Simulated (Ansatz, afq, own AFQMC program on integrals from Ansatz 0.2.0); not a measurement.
Two steps: Ansatz 0.2.0 writes the Fock matrix and Cholesky factors of the valence space, and afq projects on them the lowest state that overlaps trial and start.

```yaml
crystal:
  periodic: [false, false, false]
  atoms:
    - {symbol: Se, position_ang: [0.000000, 0.000000, 2.336867]}
    - {symbol: Mg, position_ang: [0.000000, 0.000000, -0.321133]}
    - {symbol: H, position_ang: [0.000000, 0.000000, -2.015733]}
basis:
  gaussian: {orbitals: cc-pVDZ}
magnetization: {spin_polarized: true, initial_magnetization: 1}
correlation: {method: ccsd_t, electrons: outside_noble_gas, hamiltonian_folder: ham}
```

```sh
$ ansatz run in.yaml --threads 1 --pin off --events-out ev --progress --plain --max-ram 1382MiB
```

afq runs on the folder ham with

```
--method phaseless --trial cisd --walkers 60 --populations 1 --least-time 40 --time-step 0.005 --steps-per-block 50 --equilibration-blocks 28 --max-blocks 300 --target-error 0.00036 --factor-cut 1e-05 --start spin_pure --seed 3440 --release-times 0.24,0.51,0.99,1.62,2.4 --release-step 0.03 --release-every 4 --taylor-order 6
```

Times are imaginary, in 1/Eh. The walk had a cap of 678 s. Filled inner d shells are frozen with the cores.

```
orbitals 31  electrons 5 4  factors 219 of 532
reference energy -2600.01977165 Eh
CCSD correlation -0.14588730 Eh in 11 cycles, weight of the determinant in the CISD state 0.9087
energy of the start -2600.165565 Eh
 block  time / (1/Eh)  mean weight  energy / Eh
     1     0.250  0.9997  -2600.163975
     2     0.500  1.0021  -2600.164227
     3     0.750  1.0000  -2600.165775
     4     1.000  0.9987  -2600.165555
     5     1.250  0.9988  -2600.167373
     8     2.000  1.0000  -2600.166960
    13     3.250  0.9994  -2600.167016
    25     6.250  1.0016  -2600.165613
    37     9.250  0.9996  -2600.171974
    49    12.250  1.0001  -2600.169063
    57    14.250  0.9999  -2600.173515
    61    15.250  0.9996  -2600.169429
    73    18.250  0.9991  -2600.167298
    85    21.250  1.0009  -2600.169428
    97    24.250  0.9982  -2600.169970
   109    27.250  0.9995  -2600.167376
   121    30.250  0.9989  -2600.168600
   133    33.250  0.9989  -2600.166516
   145    36.250  1.0012  -2600.168449
   157    39.250  1.0005  -2600.168574
   169    42.250  0.9999  -2600.168877
   181    45.250  0.9997  -2600.169538
   185    46.250  1.0006  -2600.169518
blocks merged  error / Eh  count
     1  0.000135  160
     2  0.000168  80
     4  0.000212  40
     8  0.000262  20
    16  0.000265  10
released: time / (1/Eh)  energy / Eh  error  mean overlap
  0.24  -2600.169203  0.000272  0.9895
  0.51  -2600.169566  0.000236  0.9696
  0.99  -2600.169165  0.000196  0.9761
  1.62  -2600.168988  0.000271  0.9908
  2.40  -2600.169083  0.000300  0.9593
energy -2600.168864 +/- 0.000262 Eh
(rows thinned)
```

Problem. Estimate how long the walk took on 1 thread of AMD EPYC 9R45 96-Core Processor (Zen 5) (shared host).

Solution. 91 s of wall time.

The run passed its tests (sampling time, drift between the halves within three errors, error under three times the target), which doesn't prove that it has relaxed. The second half of the sampling lies above the first by 1.7 errors of their difference, so the energy may still be moving and its error bar be too small.

Against this walk (error 7.1 meV) on the same determinant: CCSD(T) 11.2 meV higher (within the noise), CCSDT(Q) 11.5 meV lower (within the noise). The error is statistical and leaves out the bias of the constraint. Released to 2.40 1/Eh the energy moves by -6 ± 11 meV (both errors), within twice the noise.

Cautions: constraint bias not in the error; no relativity below Rb; no spin-orbit coupling; inner d shell frozen.

CCSDT and higher add their correlation energy to the determinant of the CCSD(T) run, since their own runs factorise the integrals more tightly (a shift of under 2 meV). A walk keeps the symmetry of its determinant, which the program's search chose and which needn't be the lowest solution, so a lower state of the same spin and another symmetry isn't excluded.
